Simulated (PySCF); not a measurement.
# Two attempts at CH4NSi (SMILES [H]/N=C/[SiH2])

Wanted: energy and gradient of CH4NSi, UMP2/6-31G.

The calculation is run with PySCF 2.14.0.

7 further runs of the same task are left out: 3 that didn't finish, 4 set aside as unsound or not needed.

## 1. Starting point

CH4NSi has 7 atoms, charge 0, and is taken as a doublet. SMILES: `[H]/N=C/[SiH2]`. The coordinates come from a GFN2-xTB relaxation.

Bond lengths: N1–C2 1.286 Å, C2–Si3 1.829 Å, N1–H4 1.018 Å, C2–H5 1.102 Å, Si3–H6 1.445 Å, Si3–H7 1.453 Å. Angles: N1–C2–Si3 119.7°, N1–C2–H5 123.0°, Si3–C2–H5 117.4°, C2–N1–H4 114.6°, C2–Si3–H6 123.1°, C2–Si3–H7 118.6°, H6–Si3–H7 118.3°.

## 2. Try one

job.py

```python
from pyscf import gto, scf, mp

mol = gto.M(
    atom='''
N     -2.926921    -0.249727    -0.301279
C     -0.593450    -0.221363    -0.979086
Si     1.863705     0.380704     1.375059
H     -4.170210    -0.595661    -1.728948
H      0.020390    -0.547132    -2.941397
H      1.320824     0.831026     4.013457
H      4.485681     0.402134     0.562194
''',
    basis='6-31g',
    spin=7,
    symmetry=True,
    unit='bohr',
    max_memory=1860,
    verbose=4,
)

mf = scf.UHF(mol)
mf.max_cycle = 100
mf.kernel()

pt = mp.MP2(mf, frozen=7).run()
e_tot = pt.e_tot
print('E(%s) = %.9f' % ('MP2', e_tot))
grad = pt.nuc_grad_method().kernel()
```

Launch:

```sh
OMP_NUM_THREADS=1 python job.py
```

The log of the run:

```text
PySCF version 2.14.0

[... 60 lines left out ...]
WARN: HOMO -0.079819475930897 >= LUMO -0.173922584505197
[... 17 lines left out ...]
WARN: HOMO -0.0800700810370405 >= LUMO -0.105502899073096
[... 17 lines left out ...]
WARN: HOMO -0.0830474702628934 >= LUMO -0.109899357930716
[... 17 lines left out ...]
WARN: HOMO -0.0850215447100107 >= LUMO -0.120678104850466
[... 17 lines left out ...]
WARN: HOMO -0.0871559545825087 >= LUMO -0.122938715036255
[... 17 lines left out ...]
WARN: HOMO -0.0872554754239034 >= LUMO -0.123205400926539
[... 17 lines left out ...]
WARN: HOMO -0.0870470435880215 >= LUMO -0.12362388161684
[... 17 lines left out ...]
WARN: HOMO -0.0870708493334909 >= LUMO -0.123693299980257
[... 5 lines left out ...]
WARN: HOMO -0.087070609191795 >= LUMO -0.123693011098158

Extra cycle  E= -382.677896529855  delta_E= -3.5e-11  |g|= 2.49e-06  |ddm|= 4.88e-05
converged SCF energy = -382.677896529855  <S^2> = 15.779641  2S+1 = 8.0074068

******** <class 'pyscf.mp.ump2.UMP2'> ********
nocc = (np.int64(12), np.int64(5)), nmo = (32, 32)
frozen orbitals 7
E(UMP2) = -382.838801815854  E_corr = -0.160905285998975
E(SCS-UMP2) = -382.836963415888  E_corr = -0.159066886032397
E_corr(same-spin) = -0.0392532198073532
E_corr(oppo-spin) = -0.121652066191621
E(MP2) = -382.838801816
--------------- UMP2 gradients ---------------
         x                y                z
0 N     0.1593882952     0.0089606616    -0.0086742164
1 C    -0.1646865080     0.0018386139     0.0689984803
2 Si     0.1088799680     0.0148587100     0.0416015176
3 H     0.0494729924     0.0035715894     0.0017792028
4 H     0.0201681138     0.0068507284     0.0294557841
5 H    -0.0335353512    -0.0283525642    -0.1411884285
6 H    -0.1396875103    -0.0077277391     0.0080276601
----------------------------------------------
```

It took 3.3 s on 1 thread of Intel Xeon Platinum 8488C (Sapphire Rapids), shared host; peak memory 0.14 GiB.

## 3. Reading the log

The program ended normally, but the settings are unsound, so its numbers aren't properties of the molecule.

The fault: the spin state typed doesn't suit the molecule. The sound input differs in these keys, not all of which need be the cause: solver DIIS+newton in place of DIIS; multiplicity 2 in place of 8.

## 4. Second attempt

input.py

```python
import pyscf.grad
from pyscf import gto, mp

mol = gto.M(
    atom='''
N     -2.926921    -0.249727    -0.301279
C     -0.593450    -0.221363    -0.979086
Si     1.863705     0.380704     1.375059
H     -4.170210    -0.595661    -1.728948
H      0.020390    -0.547132    -2.941397
H      1.320824     0.831026     4.013457
H      4.485681     0.402134     0.562194
''',
    max_memory=1860,
    basis='6-31g',
    charge=0,
    verbose=4,
    unit='bohr',
    symmetry=True,
    spin=1,
)

mf = mol.UHF()
mf.kernel()
if not mf.converged:
    mf = mf.newton().run(mf.mo_coeff, mf.mo_occ)

pt = mp.MP2(mf, frozen=7).run()
e_final = pt.e_tot
print(f'total energy: {e_final:.8f} hartree')
grad = pt.Gradients().kernel()
```

Launch:

```sh
OMP_NUM_THREADS=1 python input.py
```

The log of the run:

```text
PySCF version 2.14.0

[... 105 lines left out ...]
converged SCF energy = -383.401272260136  <S^2> = 0.98017721  2S+1 = 2.2182671
[... 1 line left out ...]
******** <class 'pyscf.mp.ump2.UMP2'> ********
nocc = (np.int64(9), np.int64(8)), nmo = (32, 32)
frozen orbitals 7
E(UMP2) = -383.624569251474  E_corr = -0.223296991337886
E(SCS-UMP2) = -383.626446627923  E_corr = -0.225174367787538
E_corr(same-spin) = -0.0493638713283759
E_corr(oppo-spin) = -0.173933120009511
total energy: -383.62456925 hartree
--------------- UMP2 gradients ---------------
         x                y                z
0 N    -0.0038093775    -0.0017104324    -0.0072052677
1 C     0.0143134776     0.0030478111     0.0105585072
2 Si    -0.0059252543    -0.0005130659    -0.0000784974
3 H     0.0070977853     0.0019494315     0.0075364451
4 H    -0.0016568588    -0.0001742083     0.0000697614
5 H     0.0058042284    -0.0025966811    -0.0162868401
6 H    -0.0158240008    -0.0000028548     0.0054058915
----------------------------------------------
```

Wall time 2.9 s (1 thread of Intel Xeon Platinum 8488C (Sapphire Rapids), shared host); peak memory 0.14 GiB.

## 5. What came out

Level: UMP2/6-31G.

```
                                                  quantity          value
                                              total energy  -383.62457 Eh
                      dipole moment (Hartree–Fock density)         2.09 D
HOMO energy (Hartree–Fock orbitals) (highest over α and β)       -7.90 eV
 LUMO energy (Hartree–Fock orbitals) (lowest over α and β)        1.72 eV
               correlation energy (7 core orbitals frozen)     -223.3 mEh
                         ⟨S²⟩ of the reference determinant          0.980
                                  largest force on an atom     0.928 eV/Å
```

**Reading.** ⟨S²⟩ is 0.98 where a pure doublet has 0.75: the reference is spin-contaminated. The largest force is 0.93 eV/Å: the shape isn't a stationary point for this species at this level. Mulliken charges of the mean-field density run from -0.51 on N1 to +0.60 on Si3; they depend strongly on the basis.
